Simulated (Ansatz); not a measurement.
**C3O2 (carbon suboxide): from total energies to a heat of formation**

C3O2 has 5 atoms, charge 0, and is taken as a singlet. SMILES: `O=C=C=C=O`. The coordinates come from a PBE0-D4/def2-TZVP relaxation.

Total energies at wB97X/6-311+G** (Ansatz 0.2.0); the atoms run unrestricted:

| species | state | energy (Eh) |
| --- | --- | --- |
| C3O2 | singlet | -264.719062 |
| O | triplet | -75.070031 |
| C | triplet | -37.844021 |

Harmonic wavenumbers at PBE0-D4/def2-TZVP, in cm⁻¹: 56, 56, 578, 578, 598, 598, 790, 1671, 2299, 2420.

Measured heats of formation of the gaseous atoms at 298.15 K, in kJ/mol: O 249.2, C 716.9. Spin-orbit lowering of the atoms at 298 K (mean of the ground term's levels less their thermal mean, from spectra), in kJ/mol: O 0.40, C 0.02. Take 1 Eh = 2625.50 kJ/mol, 1 cm⁻¹ = 0.0119627 kJ/mol, RT = 2.479 kJ/mol.

Q: Work out the heat of formation of the gas at 298 K.

A: 
1. Electronic atomisation energy: 2 × (-75.070031) + 3 × (-37.844021) − (-264.719062) = 1.046937 Eh = 2748.7 kJ/mol.
2. Zero-point energy: half the sum of the wavenumbers, 4822 cm⁻¹ = 57.7 kJ/mol.
3. Thermal vibrational enthalpy, Σ hcν̃/(exp(hcν̃/kT) − 1): 6.3 kJ/mol. Translation, rotation and pV of a linear molecule: 3.5 RT = 8.7 kJ/mol.
4. The 5 free atoms carry 5/2 RT each: 31.0 kJ/mol.
5. Spin-orbit coupling lowers the free atoms by 2 × 0.40 + 3 × 0.02 = 0.9 kJ/mol.
6. Atomisation enthalpy at 298 K: 2748.7 − 0.9 − 57.7 − 6.3 − 8.7 + 31.0 = 2706.1 kJ/mol.
7. Sum of the atoms' heats of formation: 2649.1 kJ/mol. Heat of formation: 2649.1 − 2706.1 = -57.0 kJ/mol.

The tabulated value is -95.6 kJ/mol (Active Thermochemical Tables), so this level is off by +38.6 kJ/mol, or 1.4 % of the atomisation enthalpy that the table implies (2744.7 kJ/mol). Anharmonicity and any spin-orbit splitting of the molecule are left out.
